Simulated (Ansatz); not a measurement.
# C4H6O: one species, many methods

Aim: compute C4H6O with functionals from several rungs and with coupled cluster, and see how far each lands from CCSD(T) at the basis-set limit for the atomisation energy.

Computed with Ansatz 0.2.0, Gaussian basis. Level: functionals in def2-TZVPP, the program's frozen cores in correlated methods.

The runs, in order: LDA (SPW92), PBE-D4, revPBE-D4, BLYP-D4, r2SCAN-D4, B97M-V, PBE0-D4, B3LYP-D4, r2SCANh-D4, r2SCAN0-D4, HSE06-D4, BHLYP-D4, CAM-B3LYP-D4, LC-ωPBE, ωB97X-V, ωB97M-V, B2PLYP, PBE-QIDH; CCSD(T)/def2-SVP; CCSD(T)/def2-TZVPP; MP2/def2-QZVPP; extrapolation to the limit; RPA on PBE.

**1. The relaxed structure**

An earlier PBE0-D4 in a triple-zeta def2 set relaxation fixed the geometry.

SMILES `C#CCOC`, 11 atoms, charge 0, spin multiplicity 1.

Atoms are counted from 1 here; the program's logs count them from 0.

Bond lengths: C1–C2 1.199 Å, C1–H6 1.064 Å, C2–C3 1.452 Å, C3–O4 1.404 Å, C3–H7 1.102 Å, C3–H8 1.102 Å, O4–C5 1.402 Å, C5–H9 1.099 Å, C5–H10 1.089 Å, C5–H11 1.099 Å. Angles: C2–C1–H6 179.7°, C1–C2–C3 178.7°, C2–C3–O4 110.4°, C2–C3–H7 109.2°, C2–C3–H8 109.2°, O4–C3–H7 110.5°, O4–C3–H8 110.5°, H7–C3–H8 106.9°, C3–O4–C5 111.5°, O4–C5–H9 111.6°, O4–C5–H10 107.3°, O4–C5–H11 111.6°, H9–C5–H10 109.0°, H9–C5–H11 108.4°, H10–C5–H11 109.0°.

**2. LDA**

This LDA is Slater exchange with PW92 correlation.

The input, in.yaml:

```yaml
crystal:
  periodic: [false, false, false]
  atoms:
    - {symbol: C, position_ang: [-2.525281, 1.290723, 0.521300]}
    - {symbol: C, position_ang: [-1.445708, 0.898804, 0.177499]}
    - {symbol: C, position_ang: [-0.135648, 0.448671, -0.259174]}
    - {symbol: O, position_ang: [0.228786, -0.725138, 0.418474]}
    - {symbol: C, position_ang: [1.491109, -1.181698, 0.013910]}
    - {symbol: H, position_ang: [-3.484186, 1.633700, 0.830475]}
    - {symbol: H, position_ang: [-0.155289, 0.276621, -1.347260]}
    - {symbol: H, position_ang: [0.601944, 1.246165, -0.075108]}
    - {symbol: H, position_ang: [1.510920, -1.416545, -1.059626]}
    - {symbol: H, position_ang: [1.703889, -2.088706, 0.578746]}
    - {symbol: H, position_ang: [2.274864, -0.439596, 0.221364]}
basis:
  gaussian: {orbitals: def2-TZVPP}
hamiltonian: {xc: lda}
output: {orbitals: {seedname: orbitals}}
```

Started as:

```
ansatz run in.yaml --threads 4 --pin off --events-out ev --progress --plain --max-ram 10444MiB
```

After this run come: PBE-D4 (GGA); revPBE-D4 (GGA); BLYP-D4 (GGA); r2SCAN-D4 (meta-GGA); B97M-V (meta-GGA); B3LYP-D4 (hybrid); r2SCANh-D4 (hybrid); r2SCAN0-D4 (hybrid); HSE06-D4 (hybrid); BHLYP-D4 (hybrid); CAM-B3LYP-D4 (range-separated); LC-ωPBE (range-separated); ωB97X-V (range-separated); ωB97M-V (range-separated); B2PLYP (double hybrid); PBE-QIDH (double hybrid); CCSD(T) in def2-SVP; CCSD(T) in def2-TZVPP; MP2 in def2-QZVPP; RPA on PBE orbitals.

Before running them: what should the planned runs give, taken together? Wanted: atomisation energy, CCSD(T)/CBS; farthest beyond LDA; mean size of error, GGA; mean size of error, meta-GGA; mean size of error, hybrid; mean size of error, range-separated; mean size of error, double hybrid; gap, smallest and largest; T1 diagnostic.

**Answer**, as computed:

| quantity | value |
| --- | --- |
| atomisation energy, CCSD(T)/CBS | 4524.2 kJ/mol |
| functionals within 22.6 kJ/mol (0.5 %) | revPBE-D4, BLYP-D4, r2SCAN-D4, B97M-V, B3LYP-D4, r2SCANh-D4, LC-ωPBE, ωB97X-V, ωB97M-V, PBE-QIDH |
| farthest beyond LDA | BHLYP-D4 (-152.0 kJ/mol) |
| mean size of error, GGA | 55.8 kJ/mol |
| mean size of error, meta-GGA | 6.8 kJ/mol |
| mean size of error, hybrid | 53.2 kJ/mol |
| mean size of error, range-separated | 10.3 kJ/mol |
| mean size of error, double hybrid | 20.5 kJ/mol |
| gap, smallest and largest | 5.39 eV (LDA (SPW92)), 13.14 eV (LC-ωPBE) |
| T1 diagnostic | 0.0114 |
| triples share of the correlation energy | 4.2 % |

**Reading.** LDA overbinds by 709.6 kJ/mol (16 %). PBE-D4 misses by +138.1 kJ/mol. Double hybrids carry the basis error of their MP2 part in triple zeta, and no dispersion term here, so their miss is partly the set-up's. The rungs meta-GGA, range-separated, double hybrid miss on average by less than the doubt on the reference (22.6 kJ/mol), so they tie. The reference freezes the cores and leaves out relativity and excitations past (T), so misses under about 22.6 kJ/mol can't be ranked. Hartree-Fock recovers 72 % of the binding; the rest is correlation. CCSD(T) in def2-SVP is off by -193.5 kJ/mol, worse than the median functional, from the basis alone. The gap grows from 5.4 to 13.1 eV across the functionals, mostly with the share of exact exchange.
